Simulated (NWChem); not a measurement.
# C2H6Si (vinylsilane): levels of theory compared

Wanted: a comparison of 6 runs (HF/6-311+G**, B3LYP/6-311+G**, PBE/6-311+G**, PBE0/6-311+G**, MP2/6-311+G**, CCSD(T)/6-311+G**) of C2H6Si (vinylsilane). 

The results are computed with NWChem 7.3.0.

### Step 1. The structure to begin with

The species is C2H6Si (9 atoms), meant as a singlet with charge 0. As SMILES, `C=C[SiH3]`. The Si3–H8 distance was set to 1.933 Å, away from the relaxed value.

Bond lengths: C1–C2 1.330 Å, C2–Si3 1.859 Å, C1–H4 1.087 Å, C1–H5 1.087 Å, C2–H6 1.089 Å, Si3–H7 1.488 Å, Si3–H9 1.488 Å. Angles: C1–C2–Si3 123.1°, C1–C2–H6 118.1°, Si3–C2–H6 118.8°, C2–C1–H4 121.7°, C2–C1–H5 122.2°, C2–Si3–H7 110.8°, C2–Si3–H9 110.8°, H4–C1–H5 116.1°, H7–Si3–H9 107.5°. A long bond or contact: Si3–H8 1.933 Å.

### Step 2. A single-point energy at HF/6-311+G(d,p) (run 1)

mymol.nw

```
start mymol
memory stack 880 mb heap 220 mb global 1100 mb
geometry units angstroms noautosym nocenter noautoz
 C     -0.612545     1.182305    -0.746095
 C      0.029855     1.024605     0.407805
 Si     0.661755    -0.619895     1.002305
 H     -0.804545     0.345105    -1.411695
 H     -0.975545     2.150705    -1.079295
 H      0.190555     1.904105     1.029805
 H      2.136955    -0.581795     1.196005
 H      0.223400    -1.972400    -0.307300
 H      0.047955    -0.982195     2.308905
end
basis spherical bse
 C library 6-311+G**
 Si library 6-311+G**
 H library 6-311+G**
end
scf
 singlet
 rhf
 thresh 1e-08
 maxiter 80
 print low
end
task scf energy
```

On the command line:

```
$ nwchem mymol.nw > mymol.out
```

Log:

```text
[...]
  functions       =   110
[...]
  wavefunction    = RHF
[...]
         Total SCF energy =   -368.117528035714
      One-electron energy =   -698.572021833913
      Two-electron energy =    233.563778149523
 Nuclear repulsion energy =     96.890715648676
        Time for solution =     13.6s
 Task  times  cpu:       13.9s     wall:       13.9s
[...]
```

Wall time 15 s (1 thread of AMD EPYC 9R45 (Zen 5), shared host); peak memory 0.1 GiB.

### Step 3. A single-point energy at B3LYP/6-311+G(d,p) (run 2)

c2h6si.nw

```
start c2h6si
memory stack 880 mb heap 220 mb global 1100 mb
charge 0

geometry units angstroms noautosym nocenter noautoz
  C     -0.612545     1.182305    -0.746095
  C      0.029855     1.024605     0.407805
  Si     0.661755    -0.619895     1.002305
  H     -0.804545     0.345105    -1.411695
  H     -0.975545     2.150705    -1.079295
  H      0.190555     1.904105     1.029805
  H      2.136955    -0.581795     1.196005
  H      0.223400    -1.972400    -0.307300
  H      0.047955    -0.982195     2.308905
end

basis spherical bse
  * library 6-311+G**
end

dft
  xc b3lyp
  grid fine
  convergence energy 1e-08
  iterations 100
  mulliken
  print low
end

task dft energy
```

On the command line:

```
$ nwchem c2h6si.nw > c2h6si.out
```

Log:

```text
[...]
 d= 0,ls=0.0,diis     1   -369.2637764727 -4.66D+02  3.96D-03  6.79D-01     1.8
[...]
 d= 0,ls=0.0,diis    10   -369.3009409225 -2.02D-09  1.81D-07  1.27D-09    14.9
         Total DFT energy =     -369.300940922533
      One electron energy =     -699.184258792613
           Coulomb energy =      266.925259137923
    Exchange-Corr. energy =      -33.932656916518
 Nuclear repulsion energy =       96.890715648676
[...]
      Total Density - Mulliken Population Analysis
     ---------------------------------------------
    Atom       Charge   Shell Charges
 -----------   ------   -------------------------------------------------------
    1 C    6     6.29   1.10  0.89  0.64  0.77  1.42  0.47  0.83  0.05  0.07  0.04
    2 C    6     6.27   1.10  0.89  0.64  0.77  1.48  0.54  0.97 -0.14  0.00  0.04
    3 Si  14    13.49   0.79  1.18  0.95  1.04  0.85  0.48  1.98  3.89  0.65  1.28  0.15  0.09  0.04  0.13
    4 H    1     0.86   0.28  0.47  0.09  0.03
    5 H    1     0.87   0.28  0.48  0.08  0.02
    6 H    1     0.84   0.27  0.47  0.07  0.03
    7 H    1     1.12   0.25  0.58  0.27  0.01
    8 H    1     1.14   0.20  0.54  0.39  0.01
    9 H    1     1.12   0.25  0.58  0.27  0.01
[...]
```

Wall time 16 s (1 thread of AMD EPYC 9R45 (Zen 5), shared host); peak memory 0.12 GiB.

Runs 3 to 5 aren't shown in full; the table further down has their settings and results.

### Step 4. The energy at CCSD(T)/6-311+G(d,p) (run 6)

sp.nw

```
start sp
title "C2H6Si"
memory stack 880 mb heap 220 mb global 1100 mb
charge 0
geometry units bohr noautosym nocenter noautoz
  C   -1.15754229   2.23423265  -1.40991521
  C    0.05641777   1.93622284   0.77063976
  Si   1.25053571  -1.17143178   1.89408194
  H   -1.52036970   0.65215393  -2.66771692
  H   -1.84351287   4.06424342  -2.03957196
  H    0.36009676   3.59823696   1.94604941
  H    4.03825969  -1.09943321   2.26012189
  H    0.42216482  -3.72729581  -0.58071284
  H    0.09062182  -1.85607955   4.36319810
end
basis spherical bse
  * library 6-311+G**
end
scf
  thresh 1e-08
  maxiter 80
end
ccsd
  freeze core 7
  maxiter 60
end
task ccsd(t) energy
```

On the command line:

```
$ nwchem sp.nw > sp.out
```

Log:

```text
[...]
  functions       =   110
[...]
  wavefunction    = RHF
[...]
         Total SCF energy =   -368.117528011810
      One-electron energy =   -698.572007729906
      Two-electron energy =    233.563771051379
 Nuclear repulsion energy =     96.890708666717
        Time for solution =     13.6s
[...]
 Total MP2 energy:           -368.510567955492377
[...]
             energy      energy      error      ampl     ampl      Block
                                                time     time      time
[...]
 Total CCSD energy:           -368.557564621247593
[...]
 Total CCSD+T(CCSD) energy:           -368.574293357692852
[...]
 Total CCSD(T) energy:                -368.573821220078059
[...]
```

Wall time 2.4 min (1 thread of AMD EPYC 9R45 (Zen 5), shared host); peak memory 0.32 GiB.

### Step 5. Overview of the runs

```csv
run,level,iteration cap,module,energy (Eh),wall time
1,HF/6-311+G**,80,scf,-368.117528,15 s
2,B3LYP/6-311+G**,100,dft,-369.300941,16 s
3,PBE/6-311+G**,100,dft,-369.003444,17 s
4,PBE0/6-311+G**,100,dft,-369.042431,15 s
5,MP2/6-311+G**,80,mp2,-368.510568,17 s
6,CCSD(T)/6-311+G**,80,ccsd(t),-368.573821,2.4 min
```

### Step 6. Outcome

```
                                          quantity          value
                               run 6: total energy  -368.57382 Eh
        run 6: HOMO energy (Hartree–Fock orbitals)      -10.52 eV
        run 6: LUMO energy (Hartree–Fock orbitals)        1.55 eV
      run 6: HOMO–LUMO gap (Hartree–Fock orbitals)       12.08 eV
run 6: correlation energy (7 core orbitals frozen)     -456.3 mEh
                             run 6: (T) correction     -16.26 mEh
```

**Reading.** Below the HF energy at the same shape and in the same basis (6-311+G**): MP2 -393.0 mEh; CCSD(T) -456.3 mEh. Totals of different functionals can't be ranked against each other. All runs together took 3.7 min, the longest 2.4 min.
